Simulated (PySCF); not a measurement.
# C3H3F (HC≡CCH2F): the cost of one run

Computed with PySCF 2.14.0, with density-fitted response routines of our own, on a single molecule in the gas phase. Atoms count from 0, in the outputs and in this text.

## 1. The molecule as given

7 atoms, charge 0, multiplicity 1; geometry from: MMFF94s. The atoms were then displaced at random by about 0.03 Å, so the start is not that level's minimum.

Bonds of the start (Å): C0–C1 1.28, C1–C2 1.50, C2–F3 1.30, C0–H4 1.01, C2–H5 1.12, C2–H6 1.04.

## 2. Optimising the geometry at PBE0-D3(BJ)/def2-SVP

The job: settings as JSON, then the geometry in Å.

```
{"job": {"xc": "PBE0", "basis": "def2-SVP", "d3": "d3bj", "grid": 1, "shake": 0.03, "kind": "geom"}, "charge": 0, "multiplicity": 1}
C      1.674810    -0.327630    -0.395190
C      0.473260    -0.111910    -0.016790
C     -0.938030     0.081580     0.446470
F     -1.373110     1.058970    -0.291070
H      2.600460    -0.400410    -0.797870
H     -0.907150     0.430320     1.508110
H     -1.438370    -0.832930     0.377400
```

On the command line:

```sh
$ OMP_NUM_THREADS=1 python probes_run.py task.json out
```

The driver reads the jobs from task.json and runs them one after another.

Q: Estimate the wall time and peak memory of this first job on 1 thread of Arm Neoverse N1, shared host.

About 15 s, with a peak of 0.29 GiB.
